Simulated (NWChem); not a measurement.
PH2, doublet; SMILES [PH2]

All runs: NWChem. Spin-unrestricted. In the optimisation the excess spin sits in b2 (C2v, its own frame). All runs use the structure optimised with PBE0/def2-SVP, spin-unrestricted. No stability test was run on the SCF state.

Principal g shifts at B3LYP/x2c-TZVPall, ZORA: 0.03, 5.30, 15.85 ppt from the free-electron value 2.002319.

Question: Give the g values and the resonance fields at 9.5 GHz, hyperfine structure aside.

Answer: 
1. g = 2.002319 + Δg/1000 = 2.0023, 2.0076, 2.0182; mean 2.0094.
2. B = hν/(g μB) = 339.0, 338.1, 336.3 mT.
3. A powder spectrum spans 2.7 mT; in solution the line sits at 337.8 mT.
